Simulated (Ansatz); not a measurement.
I need harmonic frequencies at the relaxed geometry of CH4O3, SMILES OC(O)O. Use Ansatz 0.2.0, Python API. Level of theory (for the species named): PBE, def2-SVP basis, multiplicity 1, D4 dispersion.

```yaml
atoms:
  - { symbol: O, position_ang: [-1.0716, 0.4028, -0.7508] }
  - { symbol: C, position_ang: [-0.1266, 0.2733, 0.1965] }
  - { symbol: O, position_ang: [1.0631, 0.7760, -0.2778] }
  - { symbol: O, position_ang: [0.1092, -1.0784, 0.4546] }
  - { symbol: H, position_ang: [-0.7743, -0.0342, -1.5516] }
  - { symbol: H, position_ang: [-0.4042, 0.8272, 1.1083] }
  - { symbol: H, position_ang: [1.5708, -0.0213, -0.5838] }
  - { symbol: H, position_ang: [-0.2743, -1.2026, 1.3488] }
```

The script, `run_freq.py`:
```python
"""Harmonic frequencies of CH4O3 at its relaxed geometry."""

import itertools

import ansatz as az
from ase.data import atomic_numbers, covalent_radii
import numpy as np

GEOMETRY = """
O    -1.07160    0.40280   -0.75080
C    -0.12660    0.27330    0.19650
O     1.06310    0.77600   -0.27780
O     0.10920   -1.07840    0.45460
H    -0.77430   -0.03420   -1.55160
H    -0.40420    0.82720    1.10830
H     1.57080   -0.02130   -0.58380
H    -0.27430   -1.20260    1.34880
"""

molecule = az.Crystal.molecule()
for line in GEOMETRY.strip().splitlines():
    symbol, *xyz = line.split()
    molecule = molecule.atom(symbol, [float(v) for v in xyz])

calculation = (
    molecule.calculation()
    .basis(gaussian="def2-SVP")
    .functional("pbe", dispersion="d4")
)
symbols = [site.symbol for site in molecule.cartesian_sites]
start = np.array([site.position_ang for site in molecule.cartesian_sites], dtype=float)
def progress(event):
    if event["event"] == "relax_step":
        row = event["data"]
        print(f"step {row['step']:3d}  E = {row['lagrangian_ev']:.6f} eV  largest force component {row['allowed_force_max_ev_ang']:.4f} eV/A")


r = calculation.relax(force_tolerance=0.003, max_steps=100).session().plan().execute(on_event=progress).report
end = np.array(r["positions_ang"])

# pairs closer than 1.2 times the sum of covalent radii, before or after
radius = [covalent_radii[atomic_numbers[s]] for s in symbols]
span = lambda where, i, j: np.linalg.norm(where[i] - where[j])
bonded = [(i, j) for i, j in itertools.combinations(range(len(symbols)), 2) if min(span(start, i, j), span(end, i, j)) < 1.2 * (radius[i] + radius[j])]
print("pair        before    after (A)")
for i, j in bonded:
    print(f"{symbols[i]}{i}-{symbols[j]}{j}".ljust(10), f"{span(start, i, j):8.4f} {span(end, i, j):8.4f}")

# frequencies need a stationary point, so they are taken at the relaxed geometry
minimum = az.Crystal.molecule()
for symbol, place in zip(symbols, end):
    minimum = minimum.atom(symbol, place.tolist())
vibrating = (
    minimum.calculation()
    .basis(gaussian="def2-SVP")
    .functional("pbe", dispersion="d4")
    .phonons(temperatures=(298.15, 498.15, 100))
)
vib = vibrating.run(threads=1).report["vibrations"]
sums = vib["harmonic_sums"]
modes = [m["omega_inv_cm"] for m in sums["modes_at_gamma"] if m["rigid_motion"] == "no"]
for number, w in enumerate(modes, start=1):
    print(f"mode {number:2d} {w:9.1f} 1/cm {w / 8065.544 * 1000:8.2f} meV")
print("imaginary modes:", sum(w < 0 for w in modes), " zero-point energy:", round(sums["zero_point_energy_ev"], 4), "eV")
print("T (K)   F_vib (eV)   S_vib (meV/K)   C_vib (meV/K)")
for row in zip(sums["temperatures_k"], sums["vibrational_free_energy_ev"], vib["entropy_ev_per_k"], vib["heat_capacity_ev_per_k"]):
    print(f"{row[0]:6.1f} {row[1]:11.4f} {1000 * row[2]:13.4f} {1000 * row[3]:15.4f}")
```

```console
$ python run_freq.py
step   1  E = -7229.728461 eV  largest force component 2.5946 eV/A
step   2  E = -7229.915337 eV  largest force component 0.8181 eV/A
step   3  E = -7229.944222 eV  largest force component 0.1890 eV/A
step   4  E = -7229.998664 eV  largest force component 0.4520 eV/A
step   5  E = -7230.013711 eV  largest force component 0.6684 eV/A
step   6  E = -7230.003055 eV  largest force component 0.4810 eV/A
step   7  E = -7229.941891 eV  largest force component 1.6979 eV/A
step   8  E = -7230.034272 eV  largest force component 0.1201 eV/A
step   9  E = -7230.033186 eV  largest force component 0.2342 eV/A
step  10  E = -7230.037086 eV  largest force component 0.0725 eV/A
step  11  E = -7230.037953 eV  largest force component 0.1184 eV/A
step  12  E = -7230.038551 eV  largest force component 0.0270 eV/A
step  13  E = -7230.038548 eV  largest force component 0.0134 eV/A
step  14  E = -7230.038587 eV  largest force component 0.0051 eV/A
step  15  E = -7230.038590 eV  largest force component 0.0027 eV/A
pair        before    after (A)
O0-C1        1.3443   1.3858
O0-H4        0.9595   0.9802
C1-O2        1.3759   1.3933
C1-O3        1.3962   1.4141
C1-H5        1.1024   1.1215
O2-H6        0.9935   0.9761
O3-H7        0.9809   0.9755
mode  1     222.6 1/cm    27.60 meV
mode  2     294.1 1/cm    36.46 meV
mode  3     339.3 1/cm    42.07 meV
mode  4     498.2 1/cm    61.76 meV
mode  5     550.4 1/cm    68.25 meV
mode  6     641.5 1/cm    79.54 meV
mode  7     970.6 1/cm   120.33 meV
mode  8    1023.0 1/cm   126.84 meV
mode  9    1074.5 1/cm   133.22 meV
mode 10    1184.3 1/cm   146.84 meV
mode 11    1248.4 1/cm   154.79 meV
mode 12    1307.7 1/cm   162.14 meV
mode 13    1364.7 1/cm   169.20 meV
mode 14    1419.5 1/cm   176.00 meV
mode 15    2892.1 1/cm   358.58 meV
mode 16    3643.4 1/cm   451.73 meV
mode 17    3703.7 1/cm   459.20 meV
mode 18    3710.4 1/cm   460.03 meV
imaginary modes: 0  zero-point energy: 1.6173 eV
T (K)   F_vib (eV)   S_vib (meV/K)   C_vib (meV/K)
 298.1      1.5876        0.2860          0.4443
 398.1      1.5514        0.4368          0.6024
 498.1      1.5002        0.5865          0.7339
```

Notes:
- Total energies depend on the basis set; only differences at equal settings carry meaning.
- The frequencies are harmonic and unscaled, in a modest basis.
- The result belongs to the one conformer reached from this start, and soft torsions count as harmonic oscillators.
- Finished in 82 s on 1 thread of Arm Neoverse V1, with other jobs on the host, peak memory 0.19 GiB.
